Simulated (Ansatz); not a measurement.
Basis-set extrapolation for C₂H₄N₂O (`C=NC(=N)O`) (PBE0-D4/def2-TZVP geometry, frozen core, Ansatz 0.2.0). Multiplicity 1, RHF reference.

```json
{"": "HF", "def2-TZVPP": "-261.908603", "def2-QZVPP": "-261.920368"}
{"": "MP2 correlation", "def2-TZVPP": "-0.948002", "def2-QZVPP": "-1.016043"}
{"": "CCSD(T) correlation", "def2-TZVPP": "-1.010768", "def2-QZVPP": "not run"}
```

Energies in hartree. Use E(X) = E(∞) + A·exp(−7.88·√X) for Hartree–Fock and E(X) = E(∞) + B·X^(−2.97) for correlation, with X = 3 and 4, and add CCSD(T) minus MP2 of the smaller set to the MP2 limit.

Q: What is the CCSD(T) energy at the basis-set limit?

A: HF limit: -261.920368 + (-0.011765) × 0.13774 = -261.92199. MP2 limit: -1.016043 + (-0.068041) × 0.74074 = -1.06644. Higher-order term: -1.010768 − (-0.948002) = -0.06277. Total: -263.05120 hartree, 346.1 kJ/mol below CCSD(T)/def2-TZVPP.
